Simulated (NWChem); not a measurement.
All runs are NWChem calculations. System: ClNa, charge 0, spin multiplicity 1, at a geometry optimised with B3LYP/def2-SVP. The structure started from a generated list of species. Level: MP2/cc-pVDZ, 6 core orbitals frozen, spin-restricted.

The NWChem input:

```
start mol
memory heap 200 mb stack 900 mb global 1100 mb
geometry units angstroms nocenter noautoz noautosym
  Na     0.000000     0.000000    -1.420937
  Cl     0.000000     0.000000     0.919430
end
basis spherical
  * library cc-pvdz
end
scf
  rhf
  nopen 0
  maxiter 100
  thresh 1e-7
  semidirect memsize 60000000 filesize 0
end
mp2
  freeze core 6
end
task mp2 energy
```

Output (cleaned and shortened):

```
             Northwest Computational Chemistry Package (NWChem) 7.3.0
             --------------------------------------------------------

                                NWChem Input Module
                                -------------------

 Scaling coordinates for geometry "geometry" by  1.889725989
 (inverse scale =  0.529177249)

                             Geometry "geometry" -> ""
                             -------------------------

 Output coordinates in angstroms (scale by  1.889725989 to convert to a.u.)

  No.       Tag          Charge          X              Y              Z
 ---- ---------------- ---------- -------------- -------------- --------------
    1 Na                  11.0000     0.00000000     0.00000000    -1.42093700
    2 Cl                  17.0000     0.00000000     0.00000000     0.91943000

 Effective nuclear repulsion energy (a.u.)      42.2823196375

            Nuclear Dipole moment (a.u.)
            ----------------------------
        X                 Y               Z
 ---------------- ---------------- ----------------
     0.0000000000     0.0000000000     0.0000056692


 Summary of "ao basis" -> "" (spherical)
 ------------------------------------------------------------------------------
       Tag                 Description            Shells   Functions and Types
 ---------------- ------------------------------  ------  ---------------------
 *                          cc-pvdz                   on all atoms

 Summary of "ao basis" -> "ao basis" (spherical)
 ------------------------------------------------------------------------------
       Tag                 Description            Shells   Functions and Types
 ---------------- ------------------------------  ------  ---------------------
 Na                         cc-pvdz                  8       18   4s3p1d
 Cl                         cc-pvdz                  8       18   4s3p1d

                                 NWChem SCF Module
                                 -----------------

  ao basis        = "ao basis"
  functions       =    36
  atoms           =     2
[...]
     1   1 0 0      0.000000      0.000000      0.000000
     1   0 1 0      0.000000      0.000000      0.000000
     1   0 0 1     -3.637764      0.000000      0.000006

     2   2 0 0    -14.225842      0.000000      0.000000
     2   1 1 0     -0.000000      0.000000      0.000000
     2   1 0 1     -0.000000      0.000000      0.000000
     2   0 2 0    -14.225842      0.000000      0.000000
     2   0 1 1     -0.000000      0.000000      0.000000
     2   0 0 2     -8.039153      0.000000    130.631880

                   NWChem MP2 Semi-direct Energy/Gradient Module
                   ---------------------------------------------

  Basis functions       =     36
  Molecular orbitals    =     36
  Frozen core           =      6
  Frozen virtuals       =      0
  Active alpha occupied =      8
  Active beta occupied  =      8
  Active alpha virtual  =     22
  Active beta virtual   =     22
  Use MO symmetry       = F
  Use skeleton AO sym   = F

  AO/Fock/Back tols     =   1.0D-09  1.0D-09  1.0D-09

 GA uses MA = F    GA memory limited = T

 Available:
  local mem=  1.26D+08
 global mem=  1.44D+08
 local disk=  0.00D+00
  mp2_memr nvloc                    22
  nvloc new                    22
   1 passes of   8:        3145728                       7131                    400806.
   1 passes of   8: M    126154227           G      144176608           F     123008499.

 Semi-direct pass number   1 of   1  for RHF alpha+beta  at        1.1s
  vrange nnbf                   666
  mp2_eaftype                    10  avail_ma_in_mb                  1099
 EAF : mp2_eaftype filesize          10     200403.
  mp2_eaf for mointskh                     10
Node 0 wrote      0.9 Mb in      0.0 s     Agg I/O rate:  1258.3 Mb/s
 Done moints_semi at        2.8s
  mp2_eaftype                    10  avail_ma_in_mb                  1089
 EAF : mp2_eaftype filesize          10     200403.
  mp2_eaf for kh                    10
 Done maket at        2.8s
 Done multipass loop at        2.8s

          -------------------------------------------
          SCF energy                -621.433362630463
          Correlation energy          -0.142048122504
          Singlet pairs               -0.084157027601
          Triplet pairs               -0.057891094903
          Total MP2 energy          -621.575410752967
          -------------------------------------------

          ---------------------------------------------------
                    Spin Component Scaled (SCS) MP2
          Same spin pairs                     -0.038594063269
          Same spin scaling factor             0.333333333333
          Opposite spin pairs                 -0.103454059235
          Opposite spin scaling fact.          1.200000000000
          SCS-MP2 correlation energy          -0.137009558839
          Total SCS-MP2 energy              -621.570372189302
          ---------------------------------------------------

 -----------------------
 Performance information
 -----------------------

 Timer overhead =  1.42D-07 seconds/call

               Nr. of calls         CPU time (s)                 Wall time (s)                GFlops
             ---------------    -------------------     ------------------------------   -------------------
Name         Min   Avg   Max    Min     Avg     Max     Min     Avg     Max   Mx/calls   Min     Max     Sum
mp2: moin     1     1     1    1.7     1.7     1.7      1.7     1.7     1.7     1.7      0.0     0.0     0.0
mp2: make     1     1     1   1.12E-2 1.12E-2 1.12E-2  1.12E-2 1.12E-2 1.12E-2 1.12E-2   0.0     0.0     0.0
mp2: tota     1     1     1    1.7     1.7     1.7      1.7     1.7     1.7     1.7      0.0     0.0     0.0

 The average no. of pstat calls per process was 3.00D+00
 with a timing overhead of 4.25D-07s

 Task  times  cpu:        2.8s     wall:        2.8s

 Total times  cpu:        2.8s     wall:        2.8s
```
